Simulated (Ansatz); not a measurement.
# BFH₄Si: one species, many methods

One table from this session's results is given with a row withheld; the runs are named, their logs left out.

Computed with Ansatz 0.2.0, Gaussian basis. Level: functionals in def2-TZVPP, the program's frozen cores in correlated methods.

Plan: LDA (SPW92), PBE-D4, revPBE-D4, BLYP-D4, r2SCAN-D4, B97M-V, PBE0-D4, B3LYP-D4, r2SCANh-D4, r2SCAN0-D4, HSE06-D4, BHLYP-D4, CAM-B3LYP-D4, LC-ωPBE, ωB97X-V, ωB97M-V, B2PLYP, PBE-QIDH; CCSD(T)/def2-SVP; CCSD(T)/def2-TZVPP; MP2/def2-QZVPP; extrapolation to the limit; RPA on PBE.

## The relaxed structure

The geometry comes from an earlier relaxation with PBE0-D4 in a triple-zeta def2 set; it is a stationary point, not always the lowest conformer.

SMILES `FB[SiH3]`, 7 atoms, charge 0, spin multiplicity 1.

Atoms are counted from 1 here; the program's logs count them from 0.

Bond lengths: F1–B2 1.321 Å, B2–Si3 2.035 Å, B2–H4 1.203 Å, Si3–H5 1.490 Å, Si3–H6 1.490 Å, Si3–H7 1.487 Å. Angles: F1–B2–Si3 121.0°, F1–B2–H4 116.1°, Si3–B2–H4 122.9°, B2–Si3–H5 109.0°, B2–Si3–H6 108.5°, B2–Si3–H7 113.6°, H5–Si3–H6 107.5°, H5–Si3–H7 109.1°, H6–Si3–H7 109.0°.

Set-up of the first run:

The input, in.yaml:

```yaml
crystal:
  periodic: [false, false, false]
  atoms:
    - {symbol: F, position_ang: [-1.379360, -1.601490, 0.571835]}
    - {symbol: B, position_ang: [-0.186705, -1.168652, 0.203956]}
    - {symbol: Si, position_ang: [0.146327, 0.805583, -0.161060]}
    - {symbol: H, position_ang: [0.673357, -2.004851, 0.107287]}
    - {symbol: H, position_ang: [0.733069, 0.954536, -1.522334]}
    - {symbol: H, position_ang: [1.152897, 1.303845, 0.818775]}
    - {symbol: H, position_ang: [-1.078384, 1.642930, -0.064158]}
basis:
  gaussian: {orbitals: def2-TZVPP}
hamiltonian: {xc: lda}
output: {orbitals: {seedname: orbitals}}
```

Steps of the session up to this table: LDA; PBE-D4 (GGA); revPBE-D4 (GGA); BLYP-D4 (GGA); r2SCAN-D4 (meta-GGA); B97M-V (meta-GGA); PBE0-D4 (hybrid); B3LYP-D4 (hybrid); r2SCANh-D4 (hybrid); r2SCAN0-D4 (hybrid); HSE06-D4 (hybrid); BHLYP-D4 (hybrid); CAM-B3LYP-D4 (range-separated); LC-ωPBE-D4 (range-separated; the results give it without D4); ωB97X-V (range-separated); ωB97M-V (range-separated); B2PLYP (double hybrid); PBE-QIDH (double hybrid).

One of the session's tables, all rows but one given; the rest of the session is left out.

It belongs to the step «Frontier levels by functional». 

```
  functional  HOMO (eV)  LUMO (eV)  gap (eV)
 LDA (SPW92)      -6.94      -3.00      3.95
      PBE-D4      -6.86      -2.74      4.12
   revPBE-D4      -6.83      -2.64      4.19
     BLYP-D4          ?          ?         ?
   r2SCAN-D4      -7.14      -2.43      4.71
      B97M-V      -7.27      -2.60      4.67
     PBE0-D4      -8.19      -1.75      6.44
    B3LYP-D4      -8.00      -1.96      6.04
  r2SCANh-D4      -7.63      -2.08      5.55
  r2SCAN0-D4      -8.37      -1.57      6.80
    HSE06-D4      -7.79      -2.13      5.65
    BHLYP-D4      -9.46      -0.69      8.76
CAM-B3LYP-D4      -9.59      -0.60      8.99
     LC-ωPBE     -10.90       0.61     11.52
     ωB97X-V     -10.57       0.51     11.07
     ωB97M-V     -10.37       0.26     10.63
```

Q: Estimate the row for BLYP-D4 from the others.

Worked estimate for «HOMO (eV)». Against the share of exact exchange, B3LYP-D4 (0.2, -8.00), BHLYP-D4 (0.5, -9.46) give a slope of -4.87 per unit share; at 0 the line stands at -7.03.

The run gave: HOMO (eV): -6.78; LUMO (eV): -2.58; gap (eV): 4.20. In «HOMO (eV)» the line misses by -0.25.
